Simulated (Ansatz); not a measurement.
# Al₂H (doublet): wave-function methods side by side, def2-QZVPP

The task here is to estimate one member of a computed series from the others.

Method: def2-QZVPP, core rule «outside noble gas», up to 10 orbitals frozen; program: Ansatz 0.2.0, Gaussian basis.

To be run: UHF; ROHF; CCSD(T) on UHF.

2 further runs of the same task are left out: 2 set aside as unsound or not needed.

## The geometry

The geometry is a PBE0/def2-TZVP stationary point (not a proven minimum).

3 atoms, charge 0, spin multiplicity 2.

Atoms are counted from 1 here; the program's logs count them from 0.

Bond lengths: Al1–Al2 2.677 Å, Al1–H3 1.619 Å. Angles: Al2–Al1–H3 180.0°.

Set-up of the first run:

in.yaml

```yaml
crystal:
  periodic: [false, false, false]
  atoms:
    - {symbol: Al, position_ang: [0.000000, 0.000000, 0.352569]}
    - {symbol: Al, position_ang: [0.000000, 0.000000, -2.324369]}
    - {symbol: H, position_ang: [0.000000, 0.000000, 1.971799]}
basis:
  gaussian: {orbitals: "def2-QZVPP.json"}
magnetization: {spin_polarized: true, initial_magnetization: 1}
hamiltonian: {xc: hf}
output: {orbitals: {seedname: orbitals}}
```

On the command line:

```sh
ansatz run in.yaml --threads 1 --pin off --events-out ev --progress --plain --max-ram 4096MiB --backend cpu
```

Among the steps run: UHF; ROHF; CCSD(T) on UHF.

One table of the session follows, with a row left open; its other results are not shown here.

It belongs to the step «Misses and costs». 

| method | from UCCSD(T) (kcal/mol) |
| --- | --- |
| ROHF | +100.03 |
| UHF | +96.83 |
| UMP2 | ? |
| UCCSD | +4.52 |
| UCCSD(T) | 0 |

Q: Estimate the row for UMP2 from the others.

As computed: from UCCSD(T) (kcal/mol): +26.52. In the column «from UCCSD(T) (kcal/mol)» it lies between UCCSD (+4.52) and UHF (+96.83).
